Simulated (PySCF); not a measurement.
Sulfur: highly charged ions in a basis for the neutral atom

S⁹⁺ [He] 2s2 2p3, S¹⁰⁺ [He] 2s2 2p2. All numbers are calculated (PySCF 2.14, no relativity, point nucleus, in aug-cc-pV(D+d)Z). No spin-orbit coupling, so a gap to NIST mixes the basis error with missing relativistic terms.

Changed run: basis of the neutral atom used for a highly charged ion. This setting is unsound on purpose.

```
species  method  sound run (hartree)  changed run (hartree)  converged
    S⁹⁺     UHF              not run             -350.88155        yes
    S⁹⁺     LDA              not run             -349.72132        yes
    S⁹⁺  r2SCAN              not run             -351.06602        yes
   S¹⁰⁺     UHF              not run             -334.24414        yes
   S¹⁰⁺     LDA              not run             -333.07915        yes
   S¹⁰⁺  r2SCAN              not run             -334.39466        yes
```

Ionisation energy of S⁹⁺:

| method | changed run (eV) | NIST (eV) |
| --- | --- | --- |
| UHF | 452.73 | 447.7 ± 0.3 |
| LDA | 452.86 | 447.7 ± 0.3 |
| r2SCAN | 453.65 | 447.7 ± 0.3 |

The contracted functions were made for the neutral atom and can be too rigid for a highly charged ion.
